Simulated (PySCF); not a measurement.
**Single point on OH⁺**

State: ³Σ⁻ (triplet), unpaired electrons π ↑↑.

An equivalent input (the run itself took its basis sets from the Basis Set Exchange, started from a PBE0 density and held the occupation σ 3α 3β, πx 1α 0β, πy 1α 0β):

```python
from pyscf import gto, dft, mp
mol = gto.M(atom='H 0 0 0; O 0 0 1.038', basis={'H': 'def2-SVPD', 'O': 'def2-SVPD'},
            charge=1, spin=2, verbose=4, symmetry='C2v')
mf = dft.UKS(mol, xc='0.53*HF + 0.47*B88, 0.73*LYP')
mf.grids.atom_grid = (80, 434)
mf.grids.prune = dft.gen_grid.treutler_prune
mf.irrep_nelec = {'A1': (3, 3), 'B1': (1, 0), 'B2': (1, 0)}
mf.conv_tol = 1e-9
mf.max_cycle = 60
mf.diis_space = 10
mf.kernel()
pt = mp.MP2(mf, frozen=1).run()
e_total = mf.e_tot + 0.27*pt.e_corr
```

The log (some set-up lines and the per-cycle HOMO/LUMO lines removed):

```
******** <class 'pyscf.dft.uks_symm.SymAdaptedUKS'> ********
method = SymAdaptedUKS
damping factor = 0
level_shift factor = 0
DIIS = <class 'pyscf.scf.diis.CDIIS'>
diis_start_cycle = 1
diis_space = 10
diis_damp = 0
SCF conv_tol = 1e-09
SCF conv_tol_grad = None
SCF max_cycles = 60
number electrons alpha = 5  beta = 3
Set gradient conv threshold to 3.16228e-05
init E= -75.1034525232934
cycle= 1 E= -75.1037435952815  delta_E= -0.000291  |g|= 0.00537  |ddm|= 0.0277
cycle= 2 E= -75.1037599111856  delta_E= -1.63e-05  |g|= 0.00223  |ddm|= 0.00562
cycle= 3 E= -75.1037631122525  delta_E= -3.2e-06  |g|= 0.001  |ddm|= 0.00228
cycle= 4 E= -75.1037642283842  delta_E= -1.12e-06  |g|= 0.000277  |ddm|= 0.00151
cycle= 5 E= -75.1037643599544  delta_E= -1.32e-07  |g|= 4.78e-05  |ddm|= 0.000636
cycle= 6 E= -75.1037643637262  delta_E= -3.77e-09  |g|= 5.61e-06  |ddm|= 0.000115
cycle= 7 E= -75.1037643637628  delta_E= -3.66e-11  |g|= 5.05e-07  |ddm|= 1.16e-05
Extra cycle  E= -75.103764363763  delta_E= -1.85e-13  |g|= 1.47e-07  |ddm|= 5.91e-07
converged SCF energy = -75.103764363763  <S^2> = 2.0078051  2S+1 = 3.0051989
```

Repeating this along the bond gives Re = 1.036 Å and ωe = 3100 cm⁻¹.

A point of this curve took 0.14 CPU seconds beside 0.0082 for the integrals (shared host).

Correlated steps freeze 1 core orbital. B2PLYP dipoles, levels and charges come from its SCF part alone. The state was picked by a PBE0 search and need not be the measured ground state.
